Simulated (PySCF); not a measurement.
# Cost against result

Saddle point of BNH6, singlet (BH₃ + NH₃ → BNH₄ ([BH2][NH2]) + H₂; bonds formed: H2–H5; dative contacts that become bonds: B1–N6; bonds broken: B1–H2, H5–N6), PBE0-D4/def2-TZVP structure:

B1  (-0.270, -0.609, -0.063)
H2  (0.834, -0.903, -0.798)
H3  (-1.158, -0.751, -0.855)
H4  (-0.178, -1.365, 0.862)
H5  (0.864, 0.037, -0.481)
N6  (0.078, 0.886, 0.272)
H7  (-0.483, 1.600, -0.162)
H8  (0.313, 1.105, 1.225)
(Å)

Barriers are electronic and count from the start structure reached by relaxing down the imaginary mode.

Program: PySCF 2.14 with density fitting (its default auxiliary sets; JK sets also for MP2 and CCSD(T)). Basis: as named in each row. Cores are frozen in the correlated methods. B3LYP uses VWN-RPA correlation. Extrapolation: Hartree–Fock as exp(−7.88 √X), correlation as X^−2.97.

Times are rough, for one single point on 4 threads of a shared host (Intel Xeon 6975P-C).

The estimate by CCSD(T) at an estimated basis limit (MP2 extrapolated from triple and quadruple zeta, plus CCSD(T) − MP2 in triple zeta) is 167.0 kJ/mol.

```csv
method,basis,time (s),barrier (kJ/mol),method less estimate
HF,STO-3G,under 1,323.6,156.6
MP2,def2-QZVPP,1,163.8,-3.3
B3LYP-D4,6-31G,1,180.1,13.0
PBE0-D4,def2-SVP,2,155.4,-11.7
PBE-D4,def2-SVP,2,141.7,-25.4
CCSD(T),def2-SVP,2,181.4,14.3
SPW92,def2-TZVPP,2,131.0,-36.0
PBE0-D4,def2-TZVPP,3,155.6,-11.5
BHLYP-D4,def2-TZVPP,3,176.9,9.8
PBE-D4,def2-TZVPP,3,143.4,-23.6
B3LYP-D4,def2-TZVPP,4,161.9,-5.1
r2SCAN-D4,def2-TZVPP,6,153.2,-13.9
CCSD(T),def2-TZVPP,25,172.4,5.4
wB97M-V,def2-TZVPP,74,164.3,-2.7
```

All methods are single points on the PBE0-D4 structures.

No T1 diagnostic of these runs exceeds 0.014.

The step is the kind of exchange with an N–H group that builds nitride films in atomic layer and chemical vapour deposition.

Labels in which every atom is bracketed show which atoms are joined, not bond orders.
